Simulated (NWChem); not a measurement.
System: acetic acid (C₂H₄O₂); SMILES CC(=O)O

Input file for NWChem:

```
start job
memory heap 200 mb stack 900 mb global 1100 mb
geometry units angstroms noautosym nocenter noautoz
  C     -0.034222     1.388339     0.000000
  C      0.106171    -0.104469     0.000000
  O     -1.089311    -0.716050     0.000000
  O      1.141770    -0.714233     0.000000
  H      0.958245     1.851169     0.000000
  H     -0.602691     1.709942    -0.884811
  H     -0.602691     1.709942     0.884811
  H     -0.905961    -1.668156     0.000000
end
basis spherical
  * library def2-svpd
end
dft
  xc pbe0
  iterations 150
end
property
  response 1 0.0
end
task dft property
```

Geometry: optimised at PBE0/def2-SVP.

Static field.

Problem. What results follow from this input? (PBE0/def2-SVPD.) Quantities: isotropic polarisability (bohr³); anisotropy (bohr³).

Solution. The isotropic polarisability (bohr³) is 33.6 and the anisotropy (bohr³) is 11.3.
